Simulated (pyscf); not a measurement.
`[NH2][SiH3]` + `[OH2]` → `[NH2][SiH3]` + `[OH2]` (four-centre exchange; singlet surface; H–N, H–O broken, H–N, H–O formed). Optimised with ωB97X-D3(BJ)/def2-SVP in PySCF. MP2 and CC: frozen core, UHF for open shells. ΔMP2 is the change of the MP2 total energy from the triple- to the quadruple-zeta basis. Energies in eV from the separated reactants.

| level | barrier | reaction energy |
|---|---|---|
| PBE0-D3(BJ)/def2-TZVP | ? | 0.00 |
| M06-2X/def2-TZVP | 1.85 | 0.00 |
| ωB97M-D3(BJ)/def2-TZVP | 1.89 | 0.00 |
| HF/def2-TZVP | 2.86 | 0.00 |
| MP2/def2-QZVPP | 1.91 | 0.00 |
| CCSD/def2-TZVPP | 2.18 | 0.00 |
| CCSD(T)/def2-TZVPP + ΔMP2(QZVPP) | ? | 0.00 |

Problem. Complete the blanks.

Solution. 
- PBE0-D3(BJ)/def2-TZVP, barrier: 1.73
- CCSD(T)/def2-TZVPP + ΔMP2(QZVPP), barrier: 2.03

Of the functionals in the table, ωB97M-D3(BJ) is closest to CCSD(T)/def2-TZVPP + ΔMP2(QZVPP) in the barrier (0.13 eV apart) and PBE0-D3(BJ) least close (0.30 eV); that level has limits of its own. On the reactant side the descent ends in a complex (not fully relaxed), 0.24 eV under the separated species and 2.17 eV under the saddle at ωB97X-D3(BJ)/def2-TZVP. On the product side the descent ends in a complex (not fully relaxed), 0.24 eV under the separated species and 2.17 eV under the saddle at ωB97X-D3(BJ)/def2-TZVP. At ωB97X-D3(BJ) the barrier from the zero used here is 1.93 eV. The same reactants have a lower exit, to HO–SiH₃ + NH₃ (barrier +0.82 eV at ωB97M-D3(BJ), against +1.89 eV here). This is the saddle that the search found; another between the same sides may lie lower. The CCSD(T) − MP2 part came from Ansatz, without density fitting, on the same reference.
